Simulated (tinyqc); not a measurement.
UKS/BLYP in the sto-6g basis, for BH, spin multiplicity 3, step by step. Computed by tinyqc, a small Python program that keeps every step (integrals from PySCF). Settings: charge = 0, multiplicity = 3, basis = sto-6g, energy threshold = 1e-08, iteration cap = 74, orthogonalisation = symmetric, start = core, DIIS depth = 0, method = UKS, functional = blyp, grid = [10, 86]. Command: `OMP_NUM_THREADS=1 python tinyqc.py 30607 30608 out.jsonl` (the two numbers bound the seeds that draw the settings). One thread of a shared host (Intel(R) Xeon(R) Processor @ 2.60GHz), about 3 s of CPU time with the checks.

Geometry (angstrom):
```
atom       x       y       z
B     0.0000  0.0000  0.0000
H     0.0000  0.0000  1.5860
```

Stop when the energy changes by less than 1e-08 hartree and every element of the error matrix X^T (F D S - S D F) X (for each spin) is below 3e-05.

Course of the cycle:
```
iteration  E (hartree)     change  largest element of the error matrix
1           -24.509535          -                             2.28e-01
2           -24.865953  -3.56e-01                             2.22e-01
3           -24.827871   3.81e-02                             2.63e-01
4           -24.863325  -3.55e-02                             2.18e-01
5           -24.792317   7.10e-02                             2.71e-01
6           -24.826593  -3.43e-02                             2.16e-01
7           -24.746272   8.03e-02                             2.79e-01
8           -24.788255  -4.20e-02                             2.10e-01
9           -24.431813   3.56e-01                             1.86e-01
10          -24.694638  -2.63e-01                             1.99e-01
11          -24.362069   3.33e-01                             2.08e-01
12          -24.663347  -3.01e-01                             2.01e-01
13          -24.339145   3.24e-01                             2.15e-01
14          -24.654919  -3.16e-01                             2.04e-01
...                ...        ...                                  ...
61          -24.331845   3.21e-01                             2.18e-01
62          -24.652371  -3.21e-01                             2.04e-01
63          -24.332097   3.20e-01                             2.18e-01
64          -24.652448  -3.20e-01                             2.04e-01
65          -24.331995   3.20e-01                             2.18e-01
66          -24.652464  -3.20e-01                             2.04e-01
67          -24.332335   3.20e-01                             2.18e-01
68          -24.652527  -3.20e-01                             2.04e-01
69          -24.332207   3.20e-01                             2.18e-01
70          -24.652472  -3.20e-01                             2.04e-01
71          -24.331853   3.21e-01                             2.18e-01
72          -24.652372  -3.21e-01                             2.04e-01
73          -24.331819   3.21e-01                             2.18e-01
74          -24.652359  -3.21e-01                             2.04e-01
```

Can the last value be used, and what does the course show?

Not by the stop rule. Not converged within the cap of 74 iterations: the residual has stopped falling: the iteration swings between two states. Reruns (cap 100 unless said): DIIS 8: converged in 13; damping 0.5: converged in 95; level shift 0.5: not converged; atomic densities as start, DIIS 8: converged in 11; the original settings with a cap of 400: not converged. PySCF UKS in the same basis, fine grid, after a stability check = -25.077750 hartree, which differs from a converged run on this coarse grid by the grid error.
